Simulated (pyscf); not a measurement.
PySCF, gas phase, ωB97X-D3(BJ)/def2-SVP geometries. MP2 and CC: frozen core, UHF for open shells. ΔMP2 is the change of the MP2 total energy from the triple- to the quadruple-zeta basis.

Question: H₂B–F + hydrogen chloride (HCl) → H₂B–Cl + hydrogen fluoride (HF)
Surface: singlet. Broken: B–F, Cl–H. Formed: B–Cl, F–H. Give ΔE‡ and ΔE from CCSD(T)/def2-TZVPP + ΔMP2(QZVPP), relative to the separated reactants.

Answer: ΔE‡ = 21.7 kcal/mol, ΔE = +11.0 kcal/mol. Zero-point energy shifts the barrier by +1.1 kcal/mol. It is a four-centre exchange, with an imaginary mode of 967i cm⁻¹. This is the saddle that the search found; another between the same sides may lie lower. The CCSD(T) − MP2 part came from Ansatz, without density fitting, on the same reference.
